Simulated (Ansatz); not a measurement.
C4H5FO, SMILES `C#COC(C)F`. Total charge 0; spin multiplicity 1. Geometry: relaxed with PBE0-D4/def2-TZVP. It is one conformer, not always the lowest.

```xyz
11

C     0.628    2.094   -1.367
C     0.257    0.957   -1.280
O    -0.153   -0.266   -1.203
C     0.223   -0.949    0.000
C    -0.654   -0.552    1.147
F     0.062   -2.260   -0.295
H     0.956    3.100   -1.467
H     1.287   -0.760    0.176
H    -0.356   -1.097    2.044
H    -1.693   -0.785    0.910
H    -0.556    0.518    1.335
```

(1) What is the dipole moment at PBE/def2-TZVPP? (Best estimate.)

(2) And with r2SCAN, B3LYP, ωB97M-V? (An estimate is asked.)

(3) Give the Mulliken charges with PBE, r2SCAN, ωB97M-V in def2-TZVPP. (An estimate is asked.)

Answers

(1) Computed: 2.12 D, with components (0.27, 0.53, 2.03) D in this frame, pointing from negative to positive charge.

(2) The calculation gave: r2SCAN 2.21 D, B3LYP 2.26 D, ωB97M-V 2.27 D.

(3) Ansatz gave: 
```
atom    PBE  r2SCAN  ωB97M-V
  C1  -0.20   -0.31    -0.23
  C2  -0.05    0.09     0.02
  O3  -0.15   -0.24    -0.23
  C4   0.21    0.32     0.20
  C5  -0.23   -0.13    -0.26
  F6  -0.16   -0.20    -0.19
  H7   0.22    0.25     0.25
  H8   0.07    0.04     0.10
  H9   0.09    0.06     0.11
 H10   0.10    0.06     0.12
 H11   0.10    0.07     0.11
```

B3LYP here is the variant with VWN-RPA as its local correlation; programs differ in this.
